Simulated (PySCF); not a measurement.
## Mayer bond orders and bond lengths

trans-3-hexene, C6H12.
SMILES with atom numbers: `[CH3:1][CH2:2]/[CH:3]=[CH:4]/[CH2:5][CH3:6]` (hydrogens: H7, H8, H9 on C1; H10, H11 on C2; H12 on C3; H13 on C4; H14, H15 on C5; H16, H17, H18 on C6)

Geometry (PBE0-D3(BJ)/def2-TZVP, Å), atoms numbered from 1 in this order:
```
atom  x, y, z in Å
C1    -2.794    0.428    0.063
C2    -1.862   -0.775    0.154
C3    -0.473   -0.394    0.545
C4     0.616   -0.599   -0.186
C5     2.000   -0.190    0.192
C6     2.611    0.791   -0.802
H7    -2.832    0.967    1.014
H8    -3.812    0.122   -0.188
H9    -2.450    1.129   -0.700
H10   -1.837   -1.303   -0.804
H11   -2.265   -1.481    0.890
H12   -0.366    0.106    1.509
H13    0.508   -1.090   -1.154
H14    1.988    0.250    1.194
H15    2.639   -1.080    0.251
H16    2.025    1.711   -0.849
H17    3.635    1.052   -0.524
H18    2.638    0.364   -1.808
```

Bond orders from the PBE0/pcSseg-2 density (PySCF). Geometry: PBE0-D3(BJ)/def2-TZVP, one conformer, isolated molecule.

(1) Where do the orders between heavy atoms depart from those drawn in the SMILES?

(2) Set the Mayer orders of the bonds beside their lengths.

Answers

(1) The largest departure is 0.124, at C3–C4 (drawn double, 1.876).

(2) 
```tsv
bond	drawn as	length (Å)	Mayer order
C1–C2	single	1.525	0.951
C2–C3	single	1.492	0.988
C3–C4	double	1.327	1.876
C4–C5	single	1.492	0.988
C5–C6	single	1.525	0.951
C1–H7	single	1.093	1.004
C1–H8	single	1.092	1.002
C1–H9	single	1.092	1.001
C2–H10	single	1.094	1.009
C2–H11	single	1.097	0.989
C3–H12	single	1.091	1.021
C4–H13	single	1.091	1.021
C5–H14	single	1.094	1.009
C5–H15	single	1.097	0.989
C6–H16	single	1.092	1.001
C6–H17	single	1.092	1.002
C6–H18	single	1.093	1.004
```

Bonds between the same two heavy elements. C–C: lowest C1–C2 and C5–C6 (0.951, 1.525 Å), highest C3–C4 (1.876, 1.327 Å). Bonds named together lie within 0.004.

Q: Sum the orders of all bonds at each heavy atom with more than one neighbour and set the sums beside the valence in the SMILES.

A: C1 3.958 (drawn 4), C2 3.937 (drawn 4), C3 3.885 (drawn 4), C4 3.885 (drawn 4), C5 3.937 (drawn 4), C6 3.958 (drawn 4). Orders between atoms that aren't bonded are not in these sums.

The Mayer order sums products of elements of PS (density times overlap matrix) between the two atoms' basis functions, so it depends on the basis set.
